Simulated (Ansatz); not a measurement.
# CF (SMILES [C]F): UHF/STO-3G

What is the vertical doublet–quartet gap of CF at UHF/STO-3G? 

The results are computed with Ansatz 0.2.0.

44 further runs of the same task are left out: 9 that didn't finish, 35 set aside as unsound or not needed.

### 1 Starting point

The species is CF (2 atoms), meant as a doublet with charge 0. SMILES: `[C]F`. Geometry: relaxed at PBE0-D4/def2-TZVP.

Bond lengths: C1–F2 1.268 Å.

### 2 The energy at UHF/STO-3G

Input file input.yaml:

```yaml
crystal:
  periodic: [false, false, false]
  atoms:
    - symbol: C
      position_ang: [-0.000000, 0.000000, 0.003080]
    - symbol: F
      position_ang: [0.000000, -0.000000, 1.271320]
basis:
  gaussian:
    orbitals: STO-3G
magnetization:
  spin_polarized: true
  initial_magnetization: 1
hamiltonian:
  xc: hf
accuracy: high
```

Run with:

```sh
$ ansatz run input.yaml --threads 1 --pin off --max-ram 3480MiB --events-out events.jsonl --progress --plain --runs-dir runs
```

The program printed:

```text
Warning: RAYON_NUM_THREADS=1 ignored (pool sized by the plan → 1); use --threads N
Functional definition: HF
  name "HF"
  exchange = exact_x
  correlation = 0
149 factors; integrals over basis functions are off by at most 3.2e-8 eV
mean field evaluation 1: about -3681.4651 eV, gradient 5.7e0 eV
mean field evaluation 2: about -3681.5225 eV, gradient 5.7e0 eV
mean field evaluation 4: about -3681.7892 eV, gradient 1.0e0 eV
mean field evaluation 8: about -3681.8099 eV, gradient 8.3e-3 eV
mean field evaluation 16: about -3681.4685 eV, gradient 2.1e0 eV
mean field evaluation 32: about -3681.4647 eV, gradient 5.7e0 eV
mean field -3681.80989094 eV, -135.3040178717 hartree, gradient 5.2e-8 eV, S^2 0.753277; 0 other end points of the search recorded, 0 dependent functions left out
reference -3681.80989094 eV, -135.3040178717 hartree; 8, 7 occupied and 2, 3 virtual orbitals, 149 factors
Total energy: -3681.80989094 eV, -135.3040178717 hartree
```

Run time: 0.06 s. Hardware: 1 thread of Arm Neoverse V1, shared host.

### 3 The quartet

Input file molecule.yaml:

```yaml
crystal:
  periodic: [false, false, false]
  atoms:
    - symbol: C
      position_ang: [-0.000000, 0.000000, 0.003080]
    - symbol: F
      position_ang: [0.000000, -0.000000, 1.271320]
basis:
  gaussian:
    orbitals: STO-3G
magnetization:
  spin_polarized: true
  initial_magnetization: 3
hamiltonian:
  xc: hf
accuracy: high
```

Run with:

```sh
$ ansatz run molecule.yaml --threads 1 --pin off --max-ram 3480MiB --events-out events.jsonl --progress --plain --runs-dir runs
```

The program printed:

```text
Warning: RAYON_NUM_THREADS=1 ignored (pool sized by the plan → 1); use --threads N
[... 4 set-up lines as earlier in the session ...]
149 factors; integrals over basis functions are off by at most 3.2e-8 eV
mean field evaluation 1: about -3676.9422 eV, gradient 1.4e1 eV
mean field evaluation 2: about -3677.0338 eV, gradient 1.4e1 eV
mean field evaluation 4: about -3679.4469 eV, gradient 3.4e0 eV
mean field evaluation 8: about -3679.7099 eV, gradient 3.8e-2 eV
mean field -3679.70995800 eV, -135.2268467595 hartree, gradient 1.5e-8 eV, S^2 3.751484; 0 other end points of the search recorded, 0 dependent functions left out
reference -3679.70995800 eV, -135.2268467595 hartree; 9, 6 occupied and 1, 4 virtual orbitals, 149 factors
Total energy: -3679.70995800 eV, -135.2268467595 hartree
```

Wall time 0.06 s (1 thread of Arm Neoverse V1, shared host).

### 4 Results

Level: UHF/STO-3G.

```
                                        quantity          value
                           doublet: total energy  -135.30402 Eh
                                   doublet: ⟨S²⟩          0.753
                           quartet: total energy  -135.22685 Eh
                                   quartet: ⟨S²⟩          3.751
vertical energy of the quartet above the doublet       2.100 eV
```

What this shows: At this shape the quartet lies 2.10 eV (203 kJ/mol) above the doublet. In a minimal basis such a difference can be off by several eV, whatever the method.
